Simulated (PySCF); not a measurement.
# BH4Na: the cost of one run

Programs: PySCF 2.14.0. All values are calculated, for the isolated system unless a continuum is named. Atoms count from 0, parts from 1.

### Step 1. The system as given

6 atoms, charge 0, multiplicity 1; geometry: GFN2-xTB. Parts: 1 = atom 0, `[Na+]`, charge 1; 2 = atoms 1–5, `[BH4-]`, charge -1.

### Step 2. Optimising the geometry at PBE0-D3(BJ)/def2-TZVPD

What the job is given:

```
{"job": {"xc": "PBE0", "basis": "def2-TZVPD", "d3": "d3bj", "grid": 3, "kind": "geom", "shake": 0.01}, "charge": 0, "multiplicity": 1, "parts": [{"atoms": "0-0", "charge": 1, "multiplicity": 1}, {"atoms": "1-5", "charge": -1, "multiplicity": 1}]}
Na    -0.341396    -0.358630     0.105794
B     -0.502600    -2.067977     1.557681
H     -0.641497    -2.146431     0.270127
H      0.560830    -2.564738     1.871850
H     -1.450773    -2.557215     2.047896
H     -0.466930    -0.808245     1.872862
```

On the command line:

```sh
OMP_NUM_THREADS=1 python cluster_run.py task.json out
```

The driver reads the jobs from task.json and runs them one after another.

Q: Estimate the wall time and peak memory of this first job on 1 thread of AMD EPYC 7B13, shared host.

About 47 s, with a peak of 0.52 GiB.
